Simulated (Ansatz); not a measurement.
**Worked example: correlation energy of B–NH2, singlet**

Geometry: a PBE0/def2-TZVP stationary point for this spin, not checked as a minimum.

```yaml
atoms:
  - { symbol: B, position_ang: [0.0000, 0.0000, 0.8600] }
  - { symbol: N, position_ang: [0.0000, 0.0000, -0.5115] }
  - { symbol: H, position_ang: [0.0000, 0.8509, -1.0580] }
  - { symbol: H, position_ang: [0.0000, -0.8509, -1.0580] }
```

Basis 6-31G; Ansatz 0.2.0. Correlated methods freeze the noble-gas cores, which leaves 10 electrons in 20 orbitals. R marks a restricted (for open shells ROHF) determinant.

Full CI is exact within this basis and frozen core; it isn't the basis-set limit.

Runs differ by some tens of microhartree through their thresholds, so steps under 0.03 kcal/mol mean nothing.

| level | total energy (hartree) |
| --- | --- |
| RHF | -80.209767 |
| RMP2 | -80.358227 |
| RCCSD | -80.382139 |
| RCCSD(T) | -80.386167 |
| RCCSDT | -80.386627 |
| RCCSDT(Q) | -80.387110 |
| RCCSDTQ | -80.387109 |
| full CI | -80.387128 |

Task: What is the correlation energy at full CI, and what share of it do RMP2 and RCCSDT recover?

Result: E(corr) = -80.387128 − (-80.209767) = -0.177361 hartree = -4.826 eV. RMP2: -0.148460 / -0.177361 = 83.70 %. RCCSDT: -0.176860 / -0.177361 = 99.72 %.

Task: By how many kcal/mol does RCCSD(T) miss full CI (1 hartree = 627.509 kcal/mol), and which steps make up the rest?

Result: -80.386167 − (-80.387128) = 0.000961 hartree = 0.60 kcal/mol. Steps: RCCSDT − RCCSD(T) = -0.29, RCCSDT(Q) − RCCSDT = -0.30, RCCSDTQ − RCCSDT(Q) = 0.00, full CI − RCCSDTQ = -0.01 kcal/mol. That is within 1 kcal/mol of the reference in this basis, which itself misses far more of the correlation at the basis-set limit.
